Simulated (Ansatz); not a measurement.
I need a composite energy at a relaxed geometry of CHCl, SMILES [CH]Cl. Use Ansatz's Python interface. Settings (for the species named): r2SCAN, def2-SVP basis, multiplicity 3, D3BJ dispersion.

| atom | x (Å) | y (Å) | z (Å) |
| --- | --- | --- | --- |
| C | -0.3108 | 0.4953 | 0.0000 |
| Cl | 1.3459 | -0.1502 | 0.0000 |
| H | -1.0351 | -0.3451 | 0.0000 |

`composite.py`:
```python
# -*- coding: utf-8 -*-
'''A composite energy for CHCl: DFT geometry, MP2 basis limit, coupled-cluster correction.'''

from dataclasses import dataclass
import itertools

import ansatz as az
from ase.data import atomic_numbers, covalent_radii
import numpy as np


@dataclass(frozen=True)
class RunConfig:
    basis_set: str = 'def2-SVP'
    xc: str = 'r2scan'
    vdw: str = 'd3bj'


settings = RunConfig()

GEOMETRY = '''
C    -0.31080    0.49530    0.00000
Cl    1.34590   -0.15020    0.00000
H    -1.03510   -0.34510    0.00000
'''


def main():
    molecule = az.Crystal.molecule()
    for line in GEOMETRY.strip().splitlines():
        symbol, *xyz = line.split()
        molecule = molecule.atom(symbol, [float(v) for v in xyz])

    setup = molecule.calculation()
    setup = setup.basis(gaussian=settings.basis_set)
    setup = setup.functional(settings.xc, dispersion=settings.vdw)
    setup = setup.spin('collinear', total=2)
    symbols = [site.symbol for site in molecule.cartesian_sites]
    start = np.array([site.position_ang for site in molecule.cartesian_sites], dtype=float)
    summary = setup.relax(force_tolerance=0.01).run().report
    end = np.array(summary['positions_ang'])
    # pairs closer than 1.2 times the sum of covalent radii, before or after
    radius = [covalent_radii[atomic_numbers[s]] for s in symbols]
    span = lambda where, i, j: np.linalg.norm(where[i] - where[j])
    bonded = [(i, j) for i, j in itertools.combinations(range(len(symbols)), 2) if min(span(start, i, j), span(end, i, j)) < 1.2 * (radius[i] + radius[j])]
    print('pair        before    after (A)')
    for i, j in bonded:
        print(f'{symbols[i]}{i}-{symbols[j]}{j}'.ljust(10), f'{span(start, i, j):8.4f} {span(end, i, j):8.4f}')
    for first, second in list(itertools.combinations(bonded, 2)):
        shared = set(first) & set(second)
        if shared and symbols[(j := shared.pop())] != 'H':
            i, k = sorted((set(first) | set(second)) - {j})
            u, v = end[i] - end[j], end[k] - end[j]
            angle = np.degrees(np.arccos(np.clip(u @ v / np.linalg.norm(u) / np.linalg.norm(v), -1, 1)))
            print(f'final angle {symbols[i]}{i}-{symbols[j]}{j}-{symbols[k]}{k}: {angle:.2f} deg')

    minimum = az.Crystal.molecule()
    for symbol, place in zip(symbols, end):
        minimum = minimum.atom(symbol, place.tolist())
    at_minimum = minimum.calculation().spin('collinear', total=2)
    # MP2 extrapolated to the basis limit, plus the small-basis difference CCSD(T) - MP2
    level = lambda method, basis: at_minimum.basis(gaussian=basis).correlation(method).run().report
    small, large, cluster = level('mp2', 'cc-pVDZ'), level('mp2', 'cc-pVTZ'), level('ccsd_t', 'cc-pVDZ')
    corr = lambda each: (each['free_energy_ev'] - each['reference_energy_ev']) / 27.211386246
    mp2_limit = (27 * corr(large) - 8 * corr(small)) / 19
    pieces = {'HF / cc-pVTZ': large['reference_energy_ev'] / 27.211386246, 'MP2 correlation, DZ-TZ limit': mp2_limit, 'CCSD(T) - MP2 / cc-pVDZ': corr(cluster) - corr(small)}
    for name, value in pieces.items():
        print(f'{name:32s} {value:14.6f} Ha')
    print(f'{"sum":32s} {sum(pieces.values()):14.6f} Ha')
    print('T1 diagnostic', round(cluster['correlation']['coupled_cluster']['t1_diagnostic'], 4))


if __name__ == '__main__':
    main()
```

```console
$ python composite.py
DeckWarning: the engine holds no damping parameters fitted to this dispersion correction and functional, so the run takes those fitted to r2scan beside the three-body term, which d3bj leaves out (hamiltonian.dispersion, under Limitations)
pair        before    after (A)
C0-Cl1       1.7780   1.6712
C0-H2        1.1095   1.0953
final angle Cl1-C0-H2: 126.16 deg
HF / cc-pVTZ                        -497.878054 Ha
MP2 correlation, DZ-TZ limit          -0.329136 Ha
CCSD(T) - MP2 / cc-pVDZ               -0.033446 Ha
sum                                 -498.240636 Ha
T1 diagnostic 0.0197
```
(Warnings from the package without file and line.)

Total energies depend on the basis set; only differences at equal settings carry meaning. The sum leaves out core correlation, relativity, the Hartree-Fock basis error and zero-point energy; a DZ-TZ extrapolation is rough. The run takes the species as open-shell (spin multiplicity 3), which needn't be its ground state. Inner cores stay frozen, so this is valence correlation. For Al to Cl the sets with a tight d function, cc-pV(X+d)Z, are usual. An extrapolation from small basis sets is rough. A dispersion term here runs with damping parameters fitted for another variant or functional. Hardware and time: 12 s on 1 thread of Arm Neoverse V2, on a shared host, peak memory 0.2 GiB.
